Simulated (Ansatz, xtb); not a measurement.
## Ranking isomers of CH4ClSi−

3 gas-phase structures of CH4ClSi−, found in a search over its isomers (lower ones may exist). Each was relaxed with GFN2-xTB; where two conformers were screened, the lower at r2SCAN-D4/def2-SVPD//GFN2-xTB is listed:

A. `[SiH3][CH-]Cl`, a singlet
B. `C[SiH-]Cl`, a singlet
C. `[CH2-][SiH2]Cl`, a singlet

**Question.** Estimate their order in r2SCAN-D4/def2-SVPD//GFN2-xTB energy at these geometries, lowest first.

**Answer.** Calculated order at r2SCAN-D4/def2-SVPD//GFN2-xTB: B (0.0), C (9.2), A (57.1) kcal/mol.

Energies above the lowest of each column, in kcal/mol; the last columns are at r2SCAN-D4/def2-SVPD geometries and were run for some of them only (a dash: not run or not comparable):

| structure | GFN2-xTB | HF/STO-3G | r2SCAN-D4/def2-SVPD//GFN2-xTB | r2SCAN-D4/def2-SVPD | CCSD(T)/def2-SVPD + ΔMP2/def2-TZVPPD |
| --- | --- | --- | --- | --- | --- |
| B | 2.2 | 0.0 | 0.0 | 0.0 | 0.0 |
| C | 0.0 | 45.9 | 9.2 | 9.4 | 9.6 |
| A | 25.1 | 82.8 | 57.1 | – | – |

CCSD(T)/def2-SVPD + ΔMP2/def2-TZVPPD puts B lowest of those it was run on; GFN2-xTB picks C. Flexible structures stand in one conformer each, not always the lowest. Frequencies (r2SCAN-D4/def2-SVPD) were run for B, C alone. ΔMP2 is the change of the MP2 energy from the smaller to the larger basis.

Programs: Ansatz 0.2.0, xtb 6.7.1.
